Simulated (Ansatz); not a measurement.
Process, species as SMILES: N#[N+][O-] → 2 N atom + O atom
B3LYP-D3(BJ)/def2-TZVP geometries, fixed; electronic energies without zero-point terms.

The atomisation energy at CCSD(T) with Ansatz (an electronic-structure program), in kcal/mol, split into its Hartree-Fock and correlation parts. Cores are frozen. Open shells are unrestricted. No added dispersion term, no relativity. Functions are those of the species that has most.

```
basis    X  functions  Hartree-Fock  CCSD(T)
-------  -  ---------  ------------  -------
cc-pVDZ  2         42         77.06   229.13
cc-pVTZ  3         90         86.52   253.15
cc-pVQZ  4        165         87.68   262.45
```

Worked estimate of the basis-set limit from each neighbouring pair, with Hartree-Fock from the larger set and the correlation part extrapolated as X^-3.
Correlation parts: X = 2: 152.07, X = 3: 166.63, X = 4: 174.77.
- (2,3): (27·(166.63) - 8·(152.07))/19 = 172.76; with Hartree-Fock 86.52 the estimate is 259.28 kcal/mol.
- (3,4): (64·(174.77) - 27·(166.63))/37 = 180.71; with Hartree-Fock 87.68 the estimate is 268.39 kcal/mol.
The last two estimates differ by 9.11 kcal/mol; the largest set lies 5.94 from the last. Over the last step Hartree-Fock moves by 1.16 and the correlation part by 8.14.
